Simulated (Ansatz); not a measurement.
Potential energy curve for LiH, singlet.

Level of theory: Ansatz (a quantum-chemistry and plane-wave program) with full CI/aug-cc-pVQZ, frozen core.

Relative to R = 1.60 Å, what are the energies at R = 2.13, 2.61, 3.53, 4.79 Å?

11.2 kcal/mol at 2.13 Å, 26.9 kcal/mol at 2.61 Å, 48.6 kcal/mol at 3.53 Å, 56.7 kcal/mol at 4.79 Å.
